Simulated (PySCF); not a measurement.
Redox energetics: 3-methylbut-1-yne

Parent: 3-methylbut-1-yne, `C#CC(C)C` (C5H8). Optimised structure (Å), atoms numbered from 1:
```
C     2.2663   -1.1082   -0.1412
C     1.2077   -0.5822    0.1292
C    -0.0760    0.0521    0.4319
C    -1.2435   -0.8078   -0.0601
C    -0.1366    1.4721   -0.1373
H     3.2054   -1.5742   -0.3759
H    -0.1457    0.1232    1.5329
H    -1.2088   -1.8163    0.3766
H    -1.2145   -0.9110   -1.1557
H    -2.2025   -0.3433    0.2162
H    -0.0698    1.4524   -1.2360
H     0.6898    2.0906    0.2414
H    -1.0863    1.9546    0.1404
```

Energies: ωB97X-D3(BJ)/ma-def2-TZVP (PySCF, density fitting, integration grid level 2) on PBE0-D3(BJ)/ma-def2-SVP structures. The prefix ma- adds one diffuse s and one diffuse p function on all atoms but H. Zero-point and thermal terms (298.15 K, 1 bar) come from unscaled PBE0-D3(BJ)/ma-def2-SVP harmonic frequencies, with soft modes damped to free rotors in the entropy.

Frontier levels of the parent: HOMO -10.08 eV, LUMO 1.06 eV.

Oxidation to the radical cation:
- Vertical ionisation energy (electronic): 10.05 eV
- Adiabatic ionisation energy (with zero-point energy): 9.81 eV
- Adiabatic, electronic part: 9.92 eV
- Vertical gap at the product's structure: 9.41 eV
- Inner reorganisation energy (four-point): 637 meV
- Relaxation of product / of parent: 128 / 509 meV
- ⟨S²⟩ of the product: 0.757
- Largest spin populations: C1 0.59, C2 0.20, H (on C3) 0.11
- Largest changes of atomic charge: C1 0.31, C2 0.25, H (on C3) 0.12, H (on C1) 0.08
- Distances that move most (Å): C2–C3 1.464 → 1.411; C3–H 1.106 → 1.155; C1–C2 1.213 → 1.247; C1–H 1.074 → 1.085
- Potential in acetonitrile: 7.46 V absolute, 2.92 V against Fc+/Fc computed at 4.54 V (solvation -14 → -237 kJ/mol)

Vertical electron affinity to the radical anion: -0.98 eV. The extra electron is not bound at this structure, the number hangs on the basis, and the ion was not relaxed.

Solvents are IEF-PCM continua (electrostatics only, gas-phase structures); absolute potentials refer to an electron at rest in vacuum. Fc+/Fc in acetonitrile, 4.54 V, is ωB97X-D3(BJ)/ma-def2-TZVP on PBE0-D3(BJ)/def2-SVP structures with GFN2-xTB thermal terms. Benchmark calculations put it near 5.0 V in acetonitrile and DMSO, so it is about 0.5 V low, and the value against it can read up to that much too high.

Measured values (NIST Chemistry WebBook, evaluated or the median of agreeing entries): adiabatic ionisation energy 10.05 eV (computed 9.81, difference -0.24).

Known limits: the split of the reorganisation energy is sensitive to the structures, which come from another level (PBE0-D3(BJ)/ma-def2-SVP).
